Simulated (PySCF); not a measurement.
# One molecule, many functionals

Species: streptocyanine-5, C5H9N2 (charge +1).
SMILES: `N/C=C/C=C/C=[NH2+]`

Linear-response calculations in the def2-SVPD basis (PySCF; singlets by full response, triplets Tamm–Dancoff, core orbitals frozen in the response; HF means time-dependent Hartree–Fock). 'Strongest' is the level of largest summed f among the singlets computed (10 roots, of which the last may lack a degenerate partner); it can jump between rows when another state enters that window. S1 is the lowest singlet of each run and needn't be the same state throughout; f(S1) is that of one state. Isolated species at its PBE0-D3(BJ)/def2-SVP geometry (one conformer only).

| functional | kind | S1 (eV) | f(S1) | strongest (eV) | T1 (eV) | HOMO (eV) | gap (eV) | ionisation energy, ΔSCF (eV) |
| --- | --- | --- | --- | --- | --- | --- | --- | --- |
| LDA | LDA | 4.09 | 1.103 | 4.09 | 2.24 | -9.63 | 2.47 | 12.27 |
| PBE | GGA | 4.09 | 1.104 | 4.09 | 2.18 | -9.45 | 2.49 | 12.02 |
| B3LYP | global hybrid, 20% exact exchange | 4.13 | 1.148 | 4.13 | 2.19 | -10.12 | 3.74 | 12.02 |
| PBE0 | global hybrid, 25% exact exchange | 4.16 | 1.162 | 4.16 | 2.18 | -10.29 | 4.07 | 11.98 |
| BHandHLYP | global hybrid, 50% exact exchange | 4.22 | 1.208 | 4.22 | 2.27 | -11.04 | 5.77 | 11.76 |
| CAM-B3LYP | range-separated hybrid | 4.10 | 1.168 | 4.10 | 2.17 | -11.36 | 6.12 | 11.97 |
| wB97X-D | range-separated hybrid | 4.11 | 1.169 | 4.11 | 2.22 | -11.88 | 7.24 | 11.94 |
| LC-wPBE | range-separated hybrid | 4.04 | 1.176 | 4.04 | 2.10 | -12.48 | 8.16 | 11.93 |
| HF | Hartree–Fock | 4.44 | 1.292 | 4.44 | 2.52 | -12.15 | 9.52 | not settled |

S1 runs from 4.04 eV (LC-wPBE) to 4.44 eV (HF), a spread of 0.40 eV, while the orbital gap spreads over 7.1 eV. Along PBE (0%), B3LYP (20%), PBE0 (25%), BHandHLYP (50%), HF (100%) S1 rises with the share of exact exchange. −ε(HOMO) comes closest to its own ΔSCF ionisation energy with wB97X-D (-0.07 eV) and misses most with LDA (-2.64 eV). The lowest triplet of a reference set is 3B2(π→π*) at 2.47 eV (computed, theoretical best estimate (aug-cc-pVTZ, frozen core, CC3 geometry), gas; Veril, Scemama, Caffarel, Lipparini, Boggio-Pasqua, Jacquemin, Loos, WIREs Comput. Mol. Sci. 2021, 11, e1517 (QUESTDB)). The lowest computed triplet differs from it by HF +0.05, BHandHLYP -0.20, LDA -0.23, wB97X-D -0.25, B3LYP -0.28, PBE0 -0.29, PBE -0.29, CAM-B3LYP -0.30, LC-wPBE -0.37 eV; geometry and basis of the reference needn't be the same. 'Not settled' means that the ion's SCF failed to converge or may have ended in another state than the lowest.
